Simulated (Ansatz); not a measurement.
We consider CsAuBr₃ (I4/mmm, No. 139), described by r²SCAN+SOC (PAW; Ansatz, an electronic-structure program).

Run with plane-wave cutoff 560 eV, 6×6×6 k mesh, Fermi–Dirac smearing 0.01 eV, PAW data made under PBE.

Cell (measured lattice):

AuCsBr₃ is modelled in the tetragonal space group I4/mmm (No. 139), Pearson symbol tI20. Lattice parameters: a = b = 7.7592 Å, c = 11.3079 Å, α = β = γ = 90.00°. Au1 on 2b has 2 Br at 2.400 Å and 4 Br at 3.051 Å (octahedral). Au2 on 2a sees 4 Br at 2.436 Å and 2 Br at 3.254 Å (octahedral). Cs on 4d is surrounded by 12 Br at 3.903–3.951 Å. Br1 on 4e is coordinated by 1 Au at 2.400 Å and 1 Au at 3.254 Å and 4 Cs at 3.903 Å (octahedral). Br2 on 8h is coordinated by 1 Au at 2.436 Å and 1 Au at 3.051 Å and 4 Cs at 3.951 Å (octahedral). (Neighbours: up to the widest gap in distance over summed covalent radii, below 1.35, at either atom; cation-cation and far metal-metal contacts left out.)
(The calculation used a cell of 10 atoms; values per cell refer to that cell.)

Task: Give the computed band gap, smallest direct gap on the k points sampled and Γ–Γ gap.

Result: 
- band gap: 0.90 eV (indirect)
- smallest direct gap on the k points sampled: 0.94 eV
- Γ–Γ gap: 2.23 eV

Note: cell and atoms aren't relaxed at this level (largest force component 0.39 eV/Å, pressure 1.5 GPa).

Static lattice: no zero-point or thermal effects.
